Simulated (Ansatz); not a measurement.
# AlCl₃ (singlet): from Hartree-Fock to the top rungs, 6-31G

How much of the correlation energy of AlCl₃ (singlet) does each wave-function method recover here?

The runs use Ansatz 0.2.0, Gaussian basis; 6-31G, core rule «outside noble gas», up to 20 orbitals frozen.

To be run: UHF; CCSD(T) on RHF; BCCD(T) on RHF; CISD; CCSDT(Q) on RHF; CASSCF and MRCISD+Q, 18 electrons in 13 orbitals; CASSCF and NEVPT2, 18 electrons in 13 orbitals.

24 further runs of the same task are left out: 5 for a known fault of the program, 2 that didn't finish, 17 set aside as unsound or not needed.

**1. The geometry**

The geometry is an MP2(full)/6-31G* stationary point (not a proven minimum).

4 atoms, charge 0, spin multiplicity 1.

Atoms are counted from 1 here; the program's logs count them from 0.

Bond lengths: Al1–Cl2 2.069 Å, Al1–Cl3 2.069 Å, Al1–Cl4 2.069 Å. Angles: Cl2–Al1–Cl3 120.0°, Cl2–Al1–Cl4 120.0°, Cl3–Al1–Cl4 120.0°.

**2. UHF**

File in.yaml:

```yaml
crystal:
  periodic: [false, false, false]
  atoms:
    - {symbol: Al, position_ang: [0.000000, 0.000000, 0.000000]}
    - {symbol: Cl, position_ang: [0.000000, 2.069041, 0.000000]}
    - {symbol: Cl, position_ang: [1.791842, -1.034520, 0.000000]}
    - {symbol: Cl, position_ang: [-1.791842, -1.034520, 0.000000]}
basis:
  gaussian: {orbitals: 6-31G}
magnetization: {spin_polarized: true, initial_magnetization: 0}
hamiltonian: {xc: hf}
output: {orbitals: {seedname: orbitals}}
```

Run with:

```console
> ansatz run in.yaml --threads 1 --pin off --events-out ev --progress --plain --max-ram 4096MiB --backend cpu
```

Further steps of the session: CCSD(T) on RHF; BCCD(T) on RHF; CISD; CCSDT(Q) on RHF; CASSCF and MRCISD+Q, 18 electrons in 13 orbitals; CASSCF and NEVPT2, 18 electrons in 13 orbitals.

Q: Predict the results of all the runs planned. Wanted: RCCSDT(Q) below the RHF energy; RMP2 from RCCSDT(Q); RCCSD from RCCSDT(Q); RCCSD(T) from RCCSDT(Q); NEVPT2 valence from RCCSDT(Q); MRCISD+Q valence from RCCSDT(Q); T1 diagnostic; effectively unpaired electrons.

**Answer**, as computed:

| quantity | value |
| --- | --- |
| RCCSDT(Q) below the RHF energy | -4.6860 eV |
| RMP2 from RCCSDT(Q) | +14.33 kcal/mol |
| RCCSD from RCCSDT(Q) | +2.81 kcal/mol |
| RCCSD(T) from RCCSDT(Q) | +0.36 kcal/mol |
| NEVPT2 valence from RCCSDT(Q) | +12.38 kcal/mol |
| MRCISD+Q valence from RCCSDT(Q) | +0.94 kcal/mol |
| levels within 1 kcal/mol (43 meV) | RCCSD(T), BCCD(T), RCCSDT, MRCISD+Q valence |
| T1 diagnostic | 0.012 |
| effectively unpaired electrons | 0.01 |

What this shows: RCCSD(T) lands +0.36 kcal/mol from the yardstick (0.3 % of the correlation energy). One determinant dominates. Of the multireference levels listed MRCISD+Q valence comes nearest in total energy (+0.94 kcal/mol), which doesn't show that its space is the better one. These misses are within one basis, not against nature.
